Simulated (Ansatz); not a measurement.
fcc Ir, treated with LDA (Ansatz, a first-principles code, plane waves, PAW).

Settings: plane-wave cutoff 520 eV, 18×18×18 k mesh, Fermi–Dirac smearing 0.1 eV, perturbation theory, force constants from a 6×6×6 q mesh, no spin polarisation, scalar-relativistic PAW data made under PBE.

Computed at the level's own relaxed cell. Harmonic vibrational thermodynamics at fixed volume:

```tsv
T (K)	S_vib (J/K per mol of atoms)	C_V (J/K per mol of atoms)	F_vib (eV/atom)
0	0.00	0.00	0.0281
200	24.66	22.55	0.0058
300	34.09	23.84	-0.0250
500	46.48	24.54	-0.1095
600	50.96	24.66	-0.1600
700	54.77	24.73	-0.2149
1000	63.61	24.84	-0.3997
```

The crystal is taken as a harmonic solid at every temperature: melting, phase changes and thermal expansion are not seen, nor the electrons' share in a metal.
